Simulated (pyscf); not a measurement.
Thermochemistry of product channels of HO–B(OH)–OH (SMILES OB(O)O) + BH₃ (SMILES B) on the singlet surface, in kcal/mol, from ωB97M-D3(BJ)/def2-TZVP energies (ideal gas, 1 atm, RRHO with modes under 100 cm⁻¹ raised to 100, one conformer, R ln 2 for chiral ones without a mode under 150 cm⁻¹). Optimised with ωB97X-D3(BJ)/def2-SVP in PySCF.

```tsv
products	ΔE	ΔH(298 K)	ΔG(298 K)	ΔG(600 K)
H₂B–O–B(OH)–OH (SMILES BOB(O)O) + H₂ (SMILES [H][H])	-26.0	-28.2	-27.3	___
H₂O (SMILES O) + H₂B–B(OH)–OH (SMILES BB(O)O)	___	+37.6	+35.5	+33.2
```

Q: What belongs in the gaps?

A: 
- H₂B–O–B(OH)–OH (SMILES BOB(O)O) + H₂ (SMILES [H][H]), ΔG(600 K): -26.6
- H₂O (SMILES O) + H₂B–B(OH)–OH (SMILES BB(O)O), ΔE: +37.1

These are energies of the channels, which say nothing of barriers. H₂B–B(OH)–OH lies 37.9 kcal/mol over its isomer H₂B–O–BH–OH (electronic energy, ωB97M-D3(BJ)).
